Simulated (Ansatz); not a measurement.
**CH₆AlN (built from SMILES C=N.[AlH3]): one structure at several levels**

A test off equilibrium: a displaced guess of a reacting structure is computed at several levels, and each is set against CCSD(T).

The runs use Ansatz 0.2.0, Gaussian basis; single points in def2-TZVPP.

Correlated methods freeze the cores.

## 1. Starting geometry

9 atoms, charge 0, spin multiplicity 1.

Atoms are counted from 1 here; the program's logs count them from 0.

Bond lengths: Al1–H2 1.711 Å, Al1–H3 1.655 Å, Al1–H4 1.444 Å, Al1–N5 2.230 Å, N5–C6 1.286 Å, N5–H7 1.135 Å, C6–H8 1.209 Å, C6–H9 0.918 Å. Angles: H2–Al1–H3 111.0°, H2–Al1–H4 104.5°, H2–Al1–N5 68.2°, H3–Al1–H4 134.7°, H3–Al1–N5 120.1°, H4–Al1–N5 98.5°, Al1–N5–C6 86.9°, Al1–N5–H7 127.7°, C6–N5–H7 117.7°, N5–C6–H8 121.1°, N5–C6–H9 115.9°, H8–C6–H9 118.6°.

As a file:

```xyz
9
charge 0, multiplicity 1
Al   -1.08810    0.07490   -0.78510
H    -0.55820   -0.92960    0.49470
H    -0.88480   -0.67180   -2.24850
H    -2.12170    0.89460   -0.19750
N     0.66670    0.94730    0.27890
C     1.09210   -0.25780    0.41950
H     0.66030    1.61510    1.19620
H     1.37070   -0.69760    1.51070
H     1.48880   -0.63120   -0.31940
```

## 2. CCSD(T)/def2-TZVPP

Input file run/in.yaml:

```yaml
crystal:
  periodic: [false, false, false]
  atoms:
    - {symbol: Al, position_ang: [-1.088100, 0.074900, -0.785100]}
    - {symbol: H, position_ang: [-0.558200, -0.929600, 0.494700]}
    - {symbol: H, position_ang: [-0.884800, -0.671800, -2.248500]}
    - {symbol: H, position_ang: [-2.121700, 0.894600, -0.197500]}
    - {symbol: N, position_ang: [0.666700, 0.947300, 0.278900]}
    - {symbol: C, position_ang: [1.092100, -0.257800, 0.419500]}
    - {symbol: H, position_ang: [0.660300, 1.615100, 1.196200]}
    - {symbol: H, position_ang: [1.370700, -0.697600, 1.510700]}
    - {symbol: H, position_ang: [1.488800, -0.631200, -0.319400]}
basis:
  gaussian: {orbitals: def2-TZVPP}
correlation: {method: ccsd_t}
output: {forces: true}
```

No record of the launch command was kept for these runs.

## 3. PBE0-D4/def2-TZVPP

run/in.yaml: that of step 2 with these lines changed.

```diff
@@ -14,3 +14,3 @@
   gaussian: {orbitals: def2-TZVPP}
-correlation: {method: ccsd_t}
-output: {forces: true}
+hamiltonian: {xc: pbe0, dispersion: d4}
+output: {forces: true, orbitals: {seedname: orbitals}}
```

## 4. wB97M-V/def2-TZVPP

run/in.yaml: that of step 3 with these lines changed.

```diff
@@ -14,3 +14,3 @@
   gaussian: {orbitals: def2-TZVPP}
-hamiltonian: {xc: pbe0, dispersion: d4}
-output: {forces: true, orbitals: {seedname: orbitals}}
+hamiltonian: {xc: {name: wB97M-V}}
+output: {forces: true}
```

## 5. r2SCAN-D4/def2-TZVPP

run/in.yaml: that of step 4 with these lines changed.

```diff
@@ -14,3 +14,3 @@
   gaussian: {orbitals: def2-TZVPP}
-hamiltonian: {xc: {name: wB97M-V}}
+hamiltonian: {xc: r2scan, dispersion: d4}
 output: {forces: true}
```

## 6. PBE-D4/def2-TZVPP

run/in.yaml: that of step 5 with these lines changed.

```diff
@@ -14,3 +14,3 @@
   gaussian: {orbitals: def2-TZVPP}
-hamiltonian: {xc: r2scan, dispersion: d4}
+hamiltonian: {xc: pbe, dispersion: d4}
 output: {forces: true}
```

## 7. B97M-V/def2-TZVPP

run/in.yaml: that of step 6 with these lines changed.

```diff
@@ -14,3 +14,3 @@
   gaussian: {orbitals: def2-TZVPP}
-hamiltonian: {xc: pbe, dispersion: d4}
+hamiltonian: {xc: {name: B97M-V}}
 output: {forces: true}
```

## 8. HSE06-D4/def2-TZVPP

run/in.yaml: that of step 7 with these lines changed.

```diff
@@ -14,3 +14,3 @@
   gaussian: {orbitals: def2-TZVPP}
-hamiltonian: {xc: {name: B97M-V}}
+hamiltonian: {xc: hse06, dispersion: d4}
 output: {forces: true}
```

(Steps that only read results are left out.)

Q: Predict the outcome of this session. Wanted: energy less free atoms, CCSD(T)/def2-TZVPP; RMS force component; RMS force error; HOMO and LUMO, PBE0-D4; T1 diagnostic.

As calculated:

| quantity | value |
| --- | --- |
| energy less free atoms, CCSD(T)/def2-TZVPP | -593.6 kcal/mol |
| RMS force component | 3.317 to 3.378 eV/Å over the methods |
| RMS force error | PBE0-D4 0.190, wB97M-V 0.149, r2SCAN-D4 0.165, PBE-D4 0.217, B97M-V 0.165, HSE06-D4 0.189 eV/Å |
| HOMO and LUMO, PBE0-D4 | -6.67 and -1.35 eV |
| T1 diagnostic | 0.018 |

Against CCSD(T) the functionals' energies less atoms differ by -30.1 to -14.9 kcal/mol, PBE-D4 by -30.1 kcal/mol. The reference is not at the basis limit: in triple zeta CCSD(T) underbinds, which counts against methods that bind more; the gaps are no ranking. On forces the order runs from wB97M-V to PBE-D4. Frozen-core CCSD(T) forces in triple zeta carry basis errors of their own, and this is one geometry, so small gaps rank nothing.
